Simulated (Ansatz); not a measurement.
**A basis-limit estimate, worked out**

An elementary step of CH$_{10}$Si$_{2}$, singlet (Si₂H₆ ([SiH3][SiH3]) + CH₄ → CH₈Si₂ ([CH3][SiH2][SiH3]) + H₂; Si–H, H–C broken or loosened, Si–C, H–H formed or tightened). “Start” and “end” are the PBE0-D4/def2-TZVP structures reached by relaxing down either side of its saddle point, with the molecules still in contact.

Program: Ansatz 0.2.0. Basis: def2-TZVPP and def2-QZVPP. Cores are frozen in the correlated methods.

Energies in eV:

| quantity | end | start |
| --- | --- | --- |
| Hartree–Fock, triple zeta (X = 3) | -16913.48993 | -16914.01780 |
| Hartree–Fock, quadruple zeta (X = 4) | -16914.05082 | -16914.57467 |
| MP2 correlation, X = 3 | -12.89651 | -12.66347 |
| MP2 correlation, X = 4 | -13.74912 | -13.50220 |
| CCSD(T) correlation, X = 3 | -15.18842 | -15.01129 |

(1) Work out the step energy at the basis limit: extrapolate Hartree–Fock as E(X) = E∞ + A exp(−7.88 √X) and the MP2 correlation as E(X) = E∞ + B X^−2.97 (the exponents that Neese and Valeev fitted for def2-TZVPP and QZVPP), then add CCSD(T) − MP2 in triple zeta.

T1 diagnostic: at most 0.013.

Answers

(1) Each step is linear, so take the differences first (end − start): Hartree–Fock 0.52787 (X = 3) and 0.52385 (X = 4); MP2 correlation -0.23304 and -0.24692; CCSD(T) correlation -0.17713.
Two points give E∞ = E(4) + w [E(4) − E(3)], with w = 1/(exp(7.88 (2 − √3)) − 1) = 0.1377 for Hartree–Fock and w = 1/((4/3)^2.97 − 1) = 0.7407 for the correlation.
Hartree–Fock: 0.52385 + 0.1377 × (-0.00402) = 0.5233 eV.
MP2 correlation: -0.24692 + 0.7407 × (-0.01388) = -0.2572 eV.
CCSD(T) − MP2: -0.17713 − (-0.23304) = 0.0559 eV.
Sum: 0.5233 + (-0.2572) + 0.0559 = 0.3220 eV, or 7.43 kcal/mol. Plain CCSD(T) in triple zeta gives 0.3507 eV, so the larger basis shifts the result by -0.0287 eV.

Labels in which every atom is bracketed show which atoms are joined, not bond orders.

For scale, one of the runs: CCSD(T)/def2-TZVPP, 255 basis functions, launched by `ansatz run in.yaml --threads 4 --pin off --events-out ev --progress --plain --max-ram 9574MiB`. Time: 90 s of wall clock on 4 CPU threads of an Arm Neoverse V1; the host was shared. Peak host memory: 5.3 GiB.
